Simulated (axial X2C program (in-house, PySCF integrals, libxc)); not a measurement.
SiH⁻: cheaper levels and CCSD(T), two-component

Computed with an in-house relativistic program for diatomic molecules. Two-component (2c) means X2C with spin–orbit coupling and atomic mean-field two-electron Coulomb and Gaunt terms. Basis: Si dyall-av3z [9s8p3d2f], H dyall-av3z [7s3p2d] (cores contracted in-house); Gaussian nuclei, density fitting, unrestricted open shells. Masses: Si 27.977 u, H 1.008 u.

State: Ω = 1 (⟨Sz⟩ = 1.00, ⟨Lz⟩ = 0.00 at HF); fragments Si- + H.

| level | Re (Å) | ωe (cm⁻¹) | De (eV) |
| --- | --- | --- | --- |
| PBE0 | 1.560 | 1851.7 | 2.97 |
| HF | 1.546 | 1922.3 | 2.15 |
| MP2 | 1.549 | 1903.2 | 2.77 |
| CCSD | 1.556 | 1852.1 | 2.96 |
| M06 | 1.547 | 1888.3 | 3.13 |

Correlated methods: 6 electrons correlated (number of frozen shells: Si 2 s, 1 p; H none), 150 virtual spin orbitals or spinors in MP2, 90 natural virtuals in coupled cluster.

CCSD(T), same Hamiltonian and basis:

Re = 1.559 Å, ωe = 1837.0 cm⁻¹, De = 2.97 eV; T1 = 0.022 (Lee–Taylor normalisation).

Problem. Give the differences from CCSD(T) in the columns below.

Solution. 

| level | ΔRe (Å) | Δωe (cm⁻¹) | ΔDe (eV) |
| --- | --- | --- | --- |
| PBE0 | 0.001 | 15 | 0.00 |
| HF | -0.013 | 85 | -0.82 |
| MP2 | -0.010 | 66 | -0.20 |
| CCSD | -0.003 | 15 | -0.01 |
| M06 | -0.012 | 51 | 0.16 |

One determinant describes the state; a PBE0 search over occupations chose it and may have missed a lower one. De is counted from the lowest determinant-based energies of the atoms at the same level, without counterpoise correction. Density functionals use the spin component along the axis (collinear). Coupled cluster ran in a truncated set of natural virtual spinors; the MP2 energy of the rest was added. (T) has no such correction and the atoms are truncated less, which lowers De at CCSD(T) by a hundredth of an eV or more. PBE0 can misorder states that lie within some tenths of an eV, so this need not be the ground state of the molecule. The nearest other 2c determinant of the search, Ω = 0, lies 0.71 eV up at the distance of the search. The functionals have no current-density term, which raises determinants with orbital currents, atoms included. With several unpaired electrons one determinant need not be a pure state. Open-shell Ω = 0 determinants with evenly filled partner blocks cannot be reached by this program, so the Ω shown need not be the lowest component. This is the Ω = 1 component of a π² triplet; the 0⁺ component is not one determinant and can lie lowest. The highest occupied level of some functionals is positive through self-interaction error; at Hartree–Fock it is bound. Hartree–Fock gets electron affinities wrong, so its lowest charge split need not be the true one.
